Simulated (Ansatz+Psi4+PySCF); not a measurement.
The numbers below are computed, except where a source is named.
## PySCF 2.14.0 run

```python
from pyscf import gto, scf, mp

# the (T+d) and (D+d) sets load through basis_set_exchange
mol = gto.M(atom="""
Al 0.011530 -0.004360 -0.015750
H 1.582280 -0.018870 -0.000720
H -0.775190 1.377720 0.008210
H -0.805860 -1.369430 -0.007230
""", basis={'Al': 'cc-pv(t+d)z', 'H': 'cc-pvtz'}, charge=1, spin=1)
mf = scf.UHF(mol)
mf.kernel()
pt = mp.MP2(mf, frozen=5).run()
print(mf.e_tot, pt.e_corr, pt.e_tot)
```

The script is written out from the run's settings.

The run gave:

| Quantity | Value |
| --- | --- |
| Converged | yes |
| Reference energy | -243.25476 hartree |
| Correlation energy | -0.06578 hartree |
| Total energy | -243.32054 hartree |
| Spin squared of the determinant | 0.844 |

Messages of the program:
```
WARN: HOMO -0.331990907085468 >= LUMO -0.331990907085468
WARN: HOMO -0.331990907085468 >= LUMO -0.331990907085468
```
